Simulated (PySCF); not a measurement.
Structure with atom numbers: `[CH3:1][CH2:2][CH2:3][OH:4]`. Hydrogens are named by the atom that carries them.

GIAO PBE0/pcSseg-1 shifts (PySCF, gas phase, non-relativistic, equivalent atoms averaged), each against references optimised in the same way as the molecule (TMS, H2O).

On the GFN2-xTB geometry: C3 70.8, C2 32.7, C1 11.5, O4 46.9, H(C3) 3.78, H(C2) 1.51, H(C1) 0.92, H(O4) -0.01 ppm.

Q: What changes on the PBE0-D3(BJ)/def2-SVP geometry?

A: 
```json
{"atoms": "C3", "δ (ppm)": "68.1", "change": "-2.7"}
{"atoms": "C2", "δ (ppm)": "31.3", "change": "-1.4"}
{"atoms": "C1", "δ (ppm)": "10.9", "change": "-0.6"}
{"atoms": "O4", "δ (ppm)": "44.4", "change": "-2.5"}
{"atoms": "H(C3)", "δ (ppm)": "3.44", "change": "-0.34"}
{"atoms": "H(C2)", "δ (ppm)": "1.34", "change": "-0.17"}
{"atoms": "H(C1)", "δ (ppm)": "0.86", "change": "-0.06"}
{"atoms": "H(O4)", "δ (ppm)": "-0.36", "change": "-0.35"}
```

Bonds between heavy atoms that differ most (equivalent bonds averaged): C2–C3 1.529 → 1.520 Å, C3–O4 1.408 → 1.402 Å, C1–C2 1.523 → 1.520 Å. Mean change of bonds to hydrogen: C–H +0.012 Å, O–H -0.001 Å.
